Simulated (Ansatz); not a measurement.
Ansatz (a first-principles code) input:

Ansatz 0.2 input:
```yaml
crystal:
  periodic: [false, false, false]
  atoms:
    - {symbol: C, position_ang: [-0.01241639, 1.32206426, -0.15805984]}
    - {symbol: O, position_ang: [0.00414915, 0.05348056, 0.61048173]}
    - {symbol: C, position_ang: [0.00797392, -1.09297501, -0.17315524]}
    - {symbol: H, position_ang: [0.86116398, 1.24654712, -0.85628355]}
    - {symbol: H, position_ang: [-0.89501764, 1.23163680, -0.84304143]}
    - {symbol: H, position_ang: [0.02047670, -1.98820923, 0.47696201]}
    - {symbol: H, position_ang: [-0.88196323, -1.15369441, -0.83042416]}
    - {symbol: H, position_ang: [0.88880180, -1.13866028, -0.84377624]}
basis:
  gaussian:
    orbitals: aug-cc-pVDZ
total_charge: -1
magnetization: {spin_polarized: false}
correlation: {method: ccsd_t, electrons: outside_noble_gas}
output: {forces: true}
```

**Question.** Which total energy does the run end on?

**Answer.** -153.97755 Eh (CCSD(T)/aug-cc-pVDZ). The basis has 114 functions. The run takes around 2.9 core-minutes (rough).

It need not be the lowest isomer of its formula. Whether it binds its extra electron was not tested at this geometry.
